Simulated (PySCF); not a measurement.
# A diatomic session: BCl+

What are the lowest state that PBE0 finds, the bond length, vibrational wavenumber and bond energy of BCl+, and how much do these hang on the method?

Program: PySCF 2.14.0. Level of theory: B 6-311G(d,p), Cl 6-311G(d,p), no relativity. These are calculated values, not measurements.

## Step 1: Input

Settings of the job:

| Quantity | Value |
| --- | --- |
| atoms | B, Cl |
| charge | 1 |
| basis | B 6-311G(d,p), Cl 6-311G(d,p) |
| Hamiltonian | no relativity |
| basis functions | 44 |
| electrons treated | 21 |
| masses in u | 11.0093, 34.9689 |
| levels | PBE0, PBE, r²SCAN, M06-2X, MN15, TPSS, HF, MP2, SCS-MP2, CCSD, CCSD(T) |
| grid | 80 radial by 434 angular points |
| occupations | held fixed by the projection of orbital angular momentum |
| dissociation limit | B+ + Cl, each in its ground configuration |
| starting distance in angstrom | 1.885 |
| values of 2S to try | 1, 3 |

The run is started by

```
$ OMP_NUM_THREADS=1 python dia.py task.json out
```

Further steps of the session: PBE0 along the bond; Excited determinants; PBE (GGA); r²SCAN (meta-GGA); M06-2X; MN15 (hybrid meta-GGA); TPSS (meta-GGA); UHF; Adding correlation.

Q: Predict the outcome of this session. Wanted: for each run, Re; ωe; De; μ.

The runs gave:

Lowest PBE0 solution found, without spin–orbit coupling: ²Σ⁺ (doublet), unpaired electrons σ ↑. State 2 has its PBE0 minimum 5.24 eV higher. The other levels ran on the lowest alone.

```
      level  Re (Å)  ωe (cm⁻¹)  De (eV)  μ (D)
        UHF   1.596       1186     2.92  -3.42
    UHF-MP2   1.597       1197     3.83    n/a
UHF-SCS-MP2   1.599       1183     3.51    n/a
   UHF-CCSD   1.601       1169     3.16    n/a
UHF-CCSD(T)   1.605       1155     3.35    n/a
        PBE   1.611       1123     4.36  -2.72
       TPSS   1.611       1118     4.15  -2.79
     r²SCAN   1.603       1154     4.43  -2.86
       PBE0   1.599       1162     4.12  -2.88
       MN15   1.592       1174     3.79  -3.07
     M06-2X   1.597       1165     3.74  -2.95
```

De is counted to B+ + Cl in their ground configurations. A positive dipole points from B to Cl; in an ion it is taken about the centre of mass and does not tell which atom is negative.

Differences from CCSD(T) in the same basis:

```
      level  Re (mÅ)  ωe (%)
        UHF       -9    +2.7
    UHF-MP2       -8    +3.6
UHF-SCS-MP2       -6    +2.5
   UHF-CCSD       -5    +1.2
        PBE       +5    -2.8
       TPSS       +6    -3.2
     r²SCAN       -2    -0.1
       PBE0       -6    +0.6
       MN15      -13    +1.6
     M06-2X       -9    +0.8
```

Judged by CCSD(T) in the same basis: best bond length r²SCAN (-2 mÅ), worst MN15 (-13 mÅ); best wavenumber r²SCAN (-0.1 %), worst UHF-MP2 (+3.6 %). Hartree–Fock makes the bond too short and too stiff against this reference, as it mostly does. PBE has the long and soft bond that GGAs tend to give. CCSD(T) in a basis this small is itself some way from its limit, more so than the functionals. Among the levels with a De in the table, it runs from 2.92 eV (UHF) to 4.43 eV (r²SCAN).

Correlated steps freeze 6 core orbitals.
